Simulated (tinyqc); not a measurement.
Hueckel theory of the pi electrons, for the molecule C=CC=C (SMILES; centres numbered as the heavy atoms are written), step by step. One step of it, computed by the program tinyqc.

Problem. Orbitals. Diagonalise; E = alpha + x beta with beta < 0, so the largest x are filled first; degenerate levels share their electrons. P = sum n_i c_ri c_si; each orbital has its largest coefficient positive (the first on a tie).

Hueckel matrix in units of beta (H = alpha + beta A), order 1C, 2C, 3C, 4C:
$$\begin{pmatrix}
0.000000 & 1.000000 & 0.000000 & 0.000000 \\
1.000000 & 0.000000 & 1.000000 & 0.000000 \\
0.000000 & 1.000000 & 0.000000 & 1.000000 \\
0.000000 & 0.000000 & 1.000000 & 0.000000
\end{pmatrix}$$

pi electrons, sum of z_r less the charge = 4

Give: x values; occupations; coefficients; charge and bond-order matrix P.

Solution.

x values: [1.6180, 0.6180, -0.6180, -1.6180]

occupations: [2.0000, 2.0000, 0.0000, 0.0000]

coefficients, order 1C, 2C, 3C, 4C:
$$\begin{pmatrix}
0.3717 & 0.6015 & 0.6015 & -0.3717 \\
0.6015 & 0.3717 & -0.3717 & 0.6015 \\
0.6015 & -0.3717 & -0.3717 & -0.6015 \\
0.3717 & -0.6015 & 0.6015 & 0.3717
\end{pmatrix}$$

charge and bond-order matrix P, order 1C, 2C, 3C, 4C:
$$\begin{pmatrix}
1.0000 & 0.8944 & 0.0000 & -0.4472 \\
0.8944 & 1.0000 & 0.4472 & 0.0000 \\
0.0000 & 0.4472 & 1.0000 & 0.8944 \\
-0.4472 & 0.0000 & 0.8944 & 1.0000
\end{pmatrix}$$
